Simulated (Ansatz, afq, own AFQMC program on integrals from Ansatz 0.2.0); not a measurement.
Integrals from Ansatz 0.2.0, then the random walk in our own AFQMC program (afq).

```yaml
crystal:
  periodic: [false, false, false]
  atoms:
    - {symbol: Ru, position_ang: [0.000000, 0.000000, 0.000000]}
basis:
  gaussian: {orbitals: def2-SVP}
magnetization: {spin_polarized: true, initial_magnetization: 4}
correlation: {method: ccsd_t, electrons: outside_noble_gas, hamiltonian_folder: ham}
```

```sh
$ ansatz run in.yaml --threads 1 --pin off --events-out ev --progress --plain --max-ram 16896MiB --backend cuda --devices 0, --max-vram 18GiB
```

afq runs on the folder ham with

```
--method free --trial cisd --walkers 4000 --time-step 0.03 --max-blocks 4000 --target-error 0.00034 --factor-cut 1e-05 --seed 2988 --times 0,0.3,0.6,1.2,1.8,2.4,3.6,4.8,6 --taylor-order 8
```

Times are imaginary, in 1/Eh. The walk had a cap of 61 s. Core potentials past Kr, no spin–orbit coupling.

Log:

```
orbitals 27  electrons 6 2  factors 208 of 223
reference energy -94.09866923 Eh
CCSD correlation -0.12386017 Eh in 8 cycles, weight of the determinant in the CISD state 0.9500
repeat  energy at the last time / Eh  error
    10  -94.225879  0.000062
    20  -94.225872  0.000051
    30  -94.225918  0.000044
time / (1/Eh)  energy / Eh  error  mean overlap
  0.00  -94.222538  0.000009  1.0527
  0.30  -94.224299  0.000017  1.0512
  0.60  -94.224953  0.000017  1.0521
  1.20  -94.225462  0.000017  1.0524
  1.80  -94.225665  0.000016  1.0535
  2.40  -94.225761  0.000019  1.0525
  3.60  -94.225792  0.000030  1.0530
  4.80  -94.225836  0.000031  1.0570
  6.00  -94.225922  0.000042  1.0577
energy -94.225922 +/- 0.000042 Eh
```

The run passed its tests (error under three times the target), which doesn't prove that it has relaxed.

Against this walk (error 1.2 meV) on the same determinant: CCSD(T) 10.0 meV higher, CCSDT(Q) 1.2 meV higher (within the noise), CCSDTQ 0.3 meV higher (within the noise), full CI for this spin (own frozen core, lowest symmetry allowed) 108.4 meV higher. The error is statistical, and a free projection of finite length keeps a remainder of its start.

Cautions: remainder of the start not in the error; no spin-orbit coupling; outer-core shells of the metal frozen.

The walk took 29 s on 1 × NVIDIA H100 80GB HBM3 with 2 threads of AMD EPYC 7R13 Processor (Zen 3) (shared host) (the card was shared). The log's last line is the free-projection energy.

CCSDT and higher add their correlation energy to the determinant of the CCSD(T) run, since their own runs factorise the integrals more tightly (a shift of under 2 meV). A walk keeps the symmetry of its determinant, which the program's search chose and which needn't be the lowest solution, so a lower state of the same spin and another symmetry isn't excluded.
